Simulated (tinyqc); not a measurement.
Inside a calculation (part 3 of 3). Method: RHF in the sto-3g basis, for NH3, spin multiplicity 1. Computed by tinyqc, a small Python program that keeps every step (integrals from PySCF). Command: `OMP_NUM_THREADS=1 python tinyqc.py 22880 22881 out.jsonl` (the two numbers bound the seeds that draw the settings). One thread of a shared host (Intel(R) Xeon(R) Processor @ 2.60GHz), about 0.1 s of CPU time with the checks.

Geometry (angstrom):
```
atom          x          y         z
N      0.000000   0.000000  0.225000
H      0.977000   0.000000  0.000000
H     -0.488000   0.846000  0.000000
H     -0.488000  -0.846000  0.000000
```

## Populations, bond orders and dipole

D after iteration 9:
```
            1N 1s      1N 2s     1N 2px     1N 2py     1N 2pz      2H 1s      3H 1s      4H 1s
1N 1s    2.078122  -0.294614   0.000021   0.000000  -0.075072  -0.078291  -0.078350  -0.078350
1N 2s   -0.294614   1.249158  -0.000028   0.000000   0.411507   0.201440   0.201543   0.201543
1N 2px   0.000021  -0.000028   0.691952   0.000000  -0.000017   0.570746  -0.285260  -0.285260
1N 2py   0.000000   0.000000   0.000000   0.691824   0.000000   0.000000   0.494084  -0.494084
1N 2pz  -0.075072   0.411507  -0.000017   0.000000   1.856721  -0.171929  -0.172042  -0.172042
2H 1s   -0.078291   0.201440   0.570746   0.000000  -0.171929   0.536635  -0.169396  -0.169396
3H 1s   -0.078350   0.201543  -0.285260   0.494084  -0.172042  -0.169396   0.536392  -0.169333
4H 1s   -0.078350   0.201543  -0.285260  -0.494084  -0.172042  -0.169396  -0.169333   0.536392
```

overlap S:
```
           1N 1s     1N 2s     1N 2px     1N 2py     1N 2pz      2H 1s      3H 1s      4H 1s
1N 1s   1.000000  0.235038   0.000000   0.000000   0.000000   0.059730   0.059777   0.059777
1N 2s   0.235038  1.000000   0.000000   0.000000   0.000000   0.500784   0.500993   0.500993
1N 2px  0.000000  0.000000   1.000000   0.000000   0.000000   0.431625  -0.215719  -0.215719
1N 2py  0.000000  0.000000   0.000000   1.000000   0.000000   0.000000   0.373971  -0.373971
1N 2pz  0.000000  0.000000   0.000000   0.000000   1.000000  -0.099402  -0.099460  -0.099460
2H 1s   0.059730  0.500784   0.431625   0.000000  -0.099402   1.000000   0.193697   0.193697
3H 1s   0.059777  0.500993  -0.215719   0.373971  -0.099460   0.193697   1.000000   0.193617
4H 1s   0.059777  0.500993  -0.215719  -0.373971  -0.099460   0.193697   0.193617   1.000000
```

Mulliken: Z minus the diagonal of D S on the atom; Loewdin: the same with S^(1/2) D S^(1/2); Mayer order: 2 sum_s sum (D(s) S)_ij (D(s) S)_ji over the two atoms.

Charges (e):
```
atom   Mulliken    Loewdin
1N    -0.508342  -0.335475
2H     0.169348   0.111772
3H     0.169497   0.111851
4H     0.169497   0.111851
```

Mayer bond orders:
```
pair     order
2-1   0.947971
3-1   0.947904
3-2   0.011675
4-1   0.947904
4-2   0.011675
4-3   0.011692
```

dipole moment about the origin, x y z (debye): 0.000372  0.000000  -1.211152
